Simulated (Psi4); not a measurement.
Psi4 input (PBE/def2-TZVP):

```
memory 8100 MB

molecule {
0 1
H    -0.00000000   -0.00000000   -0.37201156
H     0.00000000    0.00000000    0.37201156
}

set {
  basis def2-tzvp
  scf_type direct
  df_scf_guess false
  ints_tolerance 1e-8
}

energy('pbe')
print_variables()
```

Output:

```
-----------------------------------------------------------------------
          Psi4: An Open-Source Ab Initio Electronic Structure Package
                               Psi4 1.11 release

    D. G. A. Smith, L. A. Burns, A. C. Simmonett, R. M. Parrish,
    M. C. Schieber, R. Galvelis, P. Kraus, H. Kruse, R. Di Remigio,
    A. Alenaizan, A. M. James, S. Lehtola, J. P. Misiewicz, M. Scheurer,
    R. A. Shaw, J. B. Schriber, Y. Xie, Z. L. Glick, D. A. Sirianni,
    J. S. O'Brien, J. M. Waldrop, A. Kumar, E. G. Hohenstein,
    B. P. Pritchard, B. R. Brooks, H. F. Schaefer III, A. Yu. Sokolov,
    K. Patkowski, A. E. DePrince III, U. Bozkaya, R. A. King,
    F. A. Evangelista, J. M. Turney, T. D. Crawford, C. D. Sherrill,
    J. Chem. Phys. 152(18) 184108 (2020). https://doi.org/10.1063/5.0006002

                            Additional Code Authors
    E. T. Seidl, C. L. Janssen, E. F. Valeev, M. L. Leininger,
    J. F. Gonthier, R. M. Richard, H. R. McAlexander, M. Saitow, X. Wang,
    P. Verma, M. H. Lechner, A. Jiang, S. Behnle, A. G. Heide,
    M. F. Herbst, D. L. Poole, T. Győri, E. C. Mitchell, J. P. Pederson,
    and A. M. Wallace

             Previous Authors, Complete List of Code Contributors,
                       and Citations for Specific Modules
    https://github.com/psi4/psi4/blob/master/codemeta.json
    https://github.com/psi4/psi4/graphs/contributors
    https://psicode.org/psi4manual/master/introduction.html#citing-psifour

    -----------------------------------------------------------------------

    Threads:    4
    Addons:     a̶d̶c̶c̶, a̶m̶b̶i̶t̶, b̶s̶e̶, c̶c̶t̶3̶, c̶f̶o̶u̶r̶, c̶h̶e̶m̶p̶s̶2̶, c̶p̶p̶e̶, d̶d̶x̶,
                d̶f̶t̶d̶3̶, d̶f̶t̶d̶4̶, dkh, ecpint, einsums, f̶o̶r̶t̶e̶, gauxc, g̶c̶p̶,
                g̶d̶m̶a̶, g̶e̶o̶m̶e̶t̶r̶i̶c̶, g̶p̶u̶_̶d̶f̶c̶c̶, i̶n̶t̶e̶g̶r̶a̶t̶o̶r̶x̶x̶,
                i̶p̶i̶, l̶i̶b̶e̶f̶p̶, m̶d̶i̶, m̶p̶2̶d̶, m̶r̶c̶c̶, ooo,
                o̶p̶e̶n̶f̶e̶r̶m̶i̶o̶n̶p̶s̶i̶4̶, pcmsolver, p̶s̶i̶4̶f̶o̶c̶k̶c̶i̶, p̶s̶i̶x̶a̶s̶,
                p̶y̶e̶i̶n̶s̶u̶m̶s̶, r̶e̶s̶p̶, s̶i̶m̶i̶n̶t̶, s̶n̶s̶m̶p̶2̶,
                v̶2̶r̶d̶m̶_̶c̶a̶s̶s̶c̶f̶

  ==> Input File <==

--------------------------------------------------------------------------
memory 8100 MB

molecule {
0 1
H    -0.00000000   -0.00000000   -0.37201156
H     0.00000000    0.00000000    0.37201156
}

set {
  basis def2-tzvp
  scf_type direct
  df_scf_guess false
  ints_tolerance 1e-8
}

energy('pbe')
print_variables()
--------------------------------------------------------------------------

   => Libint2 <=

    Primary   basis highest AM E, G, H:  7, 6, 3
    Auxiliary basis highest AM E, G, H:  7, 7, 4
    Onebody   basis highest AM E, G, H:  -, -, -
    Solid Harmonics ordering:            Gaussian

   => Loading Basis Set <=

    Name: DEF2-TZVP
    Role: ORBITAL
    Keyword: BASIS
    atoms 1-2 entry H          line    15 file def2-tzvp.gbs

         ---------------------------------------------------------
                                   SCF
               by Justin Turney, Rob Parrish, Andy Simmonett
                          and Daniel G. A. Smith
                              RKS Reference
                        4 Threads,   7724 MiB Core
         ---------------------------------------------------------

  ==> Geometry <==

    Molecular point group: d2h
    Full point group: D_inf_h

    Geometry (in Angstrom), charge = 0, multiplicity = 1:

       Center              X                  Y                   Z               Mass
    ------------   -----------------  -----------------  -----------------  -----------------
         H            0.000000000000     0.000000000000    -0.372011560000     1.007825032230
         H            0.000000000000     0.000000000000     0.372011560000     1.007825032230

  Running in d2h symmetry.

  Rotational constants: A = ************  B =     60.43221  C =     60.43221 [cm^-1]
  Rotational constants: A = ************  B = 1811712.12794  C = 1811712.12794 [MHz]
  Nuclear repulsion =    0.711237589861455

  Charge       = 0
  Multiplicity = 1
  Electrons    = 2
  Nalpha       = 1
  Nbeta        = 1

  ==> Algorithm <==

  SCF Algorithm Type is DIRECT.
  DIIS enabled.
  MOM disabled.
  Fractional occupation disabled.
  Guess Type is SAD.
  Energy threshold   = 1.00e-06
  Density threshold  = 1.00e-06
  Integral threshold = 1.00e-08

  ==> Primary Basis <==

  Basis Set: DEF2-TZVP
    Blend: DEF2-TZVP
    Number of shells: 8
    Number of basis functions: 12
    Number of Cartesian functions: 12
    Spherical Harmonics?: true
    Max angular momentum: 1

  ==> DFT Potential <==

   => LibXC <=

    Version 7.1.2
    S. Lehtola, C. Steigemann, M. J. T. Oliveira, and M. A. L. Marques,  SoftwareX 7, 1–5 (2018) (10.1016/j.softx.2017.11.002)

   => Composite Functional: PBE <=

    PBE GGA Exchange-Correlation Functional

    J.P. Perdew et. al., Phys. Rev. Lett., 77(18), 3865-3868, 1996

    Deriv               =              1
    GGA                 =           TRUE
    Meta                =          FALSE

    Exchange Hybrid     =          FALSE
    MP2 Hybrid          =          FALSE

   => Exchange Functionals <=

    1.0000     XC_GGA_X_PBE

   => Correlation Functionals <=

    1.0000     XC_GGA_C_PBE

   => LibXC Density Thresholds  <==

    XC_GGA_C_PBE:  1.00E-12
    XC_GGA_X_PBE:  1.00E-15

   => Molecular Quadrature <=

    Radial Scheme          =       TREUTLER
    Pruning Scheme         =           NONE
    Nuclear Scheme         =       TREUTLER

    Blocking Scheme        =         OCTREE
    BS radius alpha        =              1
    Pruning alpha          =              1
    Radial Points          =             75
    Spherical Points       =            302
    Total Points           =          44640
    Total Blocks           =            392
    Max Points             =            256
    Max Functions          =             12
    Weights Tolerance      =       1.00E-15

  ==> Integral Setup <==

  ==> DirectJK: Integral-Direct J/K Matrices <==

    J tasked:                  Yes
    K tasked:                   No
    wK tasked:                  No
    Integrals threads:           4
    Screening Type:           CSAM
    Screening Cutoff:        1E-08
    Incremental Fock:           No

  Cached 100.0% of DFT collocation blocks in 0.016 [GiB].

  Minimum eigenvalue in the overlap matrix is 6.4914969613E-02.
  Reciprocal condition number of the overlap matrix is 2.2643066783E-02.
    Using symmetric orthogonalization.

  ==> Pre-Iterations <==

  SCF Guess: Superposition of Atomic Densities via on-the-fly atomic UHF (no occupation information).

   -------------------------
    Irrep   Nso     Nmo
   -------------------------
     Ag         4       4
     B1g        0       0
     B2g        1       1
     B3g        1       1
     Au         0       0
     B1u        4       4
     B2u        1       1
     B3u        1       1
   -------------------------
    Total      12      12
   -------------------------

  ==> Iterations <==

                        Total Energy        Delta E     RMS |[F,P]|

   @RKS iter SAD:    -0.93940067407339   -9.39401e-01   0.00000e+00
   @RKS iter   1:    -1.15391816131897   -2.14517e-01   1.98703e-02 DIIS/ADIIS
   @RKS iter   2:    -1.16441247442592   -1.04943e-02   6.72928e-03 DIIS/ADIIS
   @RKS iter   3:    -1.16586828919407   -1.45581e-03   2.42617e-04 DIIS/ADIIS
   @RKS iter   4:    -1.16587031696716   -2.02777e-06   1.00830e-06 DIIS
   @RKS iter   5:    -1.16587031700639   -3.92320e-11   1.39679e-08 DIIS
  Energy and wave function converged.

  ==> Post-Iterations <==

   Electrons on quadrature grid:
      Ntotal   =    1.9999999978 ; deviation = -2.171e-09

    Orbital Energies [Eh]
    ---------------------

    Doubly Occupied:

       1Ag    -0.380728

    Virtual:

       1B1u    0.042394     2Ag     0.183746     2B1u    0.441752
       1B2u    1.108847     1B3u    1.108847     3Ag     1.564136
       1B3g    1.880979     1B2g    1.880979     3B1u    1.952666
       4Ag     2.354715     4B1u    3.361694

    Final Occupation by Irrep:
             Ag   B1g   B2g   B3g    Au   B1u   B2u   B3u
    DOCC [     1,    0,    0,    0,    0,    0,    0,    0 ]
    NA   [     1,    0,    0,    0,    0,    0,    0,    0 ]
    NB   [     1,    0,    0,    0,    0,    0,    0,    0 ]

  @RKS Final Energy:    -1.16587031700639

   => Energetics <=

    Nuclear Repulsion Energy =              0.7112375898614546
    One-Electron Energy =                  -2.4986618390691535
    Two-Electron Energy =                   1.3113276777723746
    DFT Exchange-Correlation Energy =      -0.6897737455710680
    Empirical Dispersion Energy =           0.0000000000000000
    VV10 Nonlocal Energy =                  0.0000000000000000
    Total Energy =                         -1.1658703170063924

Computation Completed

Properties will be evaluated at   0.000000,   0.000000,   0.000000 [a0]

Properties computed using the SCF density matrix

 Multipole Moments:

 ------------------------------------------------------------------------------------
     Multipole            Electronic (a.u.)      Nuclear  (a.u.)        Total (a.u.)
 ------------------------------------------------------------------------------------

 L = 1.  Multiply by 2.5417464519 to convert [e a0] to [Debye]
 Dipole X            :          0.0000000            0.0000000            0.0000000
 Dipole Y            :          0.0000000            0.0000000            0.0000000
 Dipole Z            :          0.0000000            0.0000000            0.0000000
 Magnitude           :                                                    0.0000000

 ------------------------------------------------------------------------------------

  Variable Map:
  ----------------------------------------------------------------------------
  "CURRENT ENERGY"              =>      -1.165870317006
  "CURRENT REFERENCE ENERGY"    =>      -1.165870317006
  "DD SOLVATION ENERGY"         =>       0.000000000000
  "DFT FUNCTIONAL TOTAL ENERGY" =>      -1.165870317006
  "DFT TOTAL ENERGY"            =>      -1.165870317006
  "DFT VV10 ENERGY"             =>       0.000000000000
  "DFT XC ENERGY"               =>      -0.689773745571
  "GRID ELECTRONS ALPHA"        =>       0.999999998915
  "GRID ELECTRONS BETA"         =>       0.999999998915
  "GRID ELECTRONS TOTAL"        =>       1.999999997829
  "NUCLEAR REPULSION ENERGY"    =>       0.711237589861
  "ONE-ELECTRON ENERGY"         =>      -2.498661839069
  "PCM POLARIZATION ENERGY"     =>       0.000000000000
  "PE ENERGY"                   =>       0.000000000000
  "SCF ITERATION ENERGY"        =>      -1.165870317006
  "SCF ITERATIONS"              =>       5.000000000000
  "SCF TOTAL ENERGY"            =>      -1.165870317006
  "TWO-ELECTRON ENERGY"         =>       1.311327677772
  "XC GRID RADIAL POINTS"       =>      75.000000000000
  "XC GRID SPHERICAL POINTS"    =>     302.000000000000
  "XC GRID TOTAL POINTS"        =>   44640.000000000000

  Array Variable Map:
  ----------------------------------------------------------------------------
  "CURRENT DIPOLE"              =>       0.000000000000 ... 0.000000000000 1 by 3
  "SCF DIPOLE"                  =>       0.000000000000 ... 0.000000000000 1 by 3
  "SCF TOTAL ENERGIES"          =>      -0.939400674073 ... -1.165870317006 1 by 6

*** Psi4 exiting successfully. Buy a developer a beer!
```
